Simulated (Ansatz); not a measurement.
**Rutile PbO2**

Level of theory: r²SCAN (Ansatz, a quantum-chemistry and plane-wave program, PAW).

Settings: plane-wave cutoff 500 eV, 8×8×12 k mesh (along the axes of the cell as run), Fermi–Dirac smearing 0.05 eV, scalar-relativistic PAW data made under PBE.

Cell: relaxed at this level.

```yaml
equilibrium_volume_per_atom: 14.10 Å³/atom
lattice_constant_a: 4.985 Å
c axis length: 3.405 Å
```

Measured, for comparison: lattice constant a 4.958 Å (room temperature, not corrected to a static lattice, our sources range from 4.950 to 4.958; as tabulated in Hiroi (2015), arXiv:1503.02262); lattice parameter c 3.388 Å (room temperature, not corrected to a static lattice; as tabulated in Hiroi (2015), arXiv:1503.02262). Computed (rounded) less measured: lattice constant a +0.5 % (+0.5 % to +0.7 % over the range), lattice parameter c +0.5 %.

Spin–orbit coupling is not included; it can shift volumes and moduli of such heavy elements.

The computed numbers hold no vibrational or temperature effects.

Cost on a shared machine: around 2.2 core-minutes (rough).
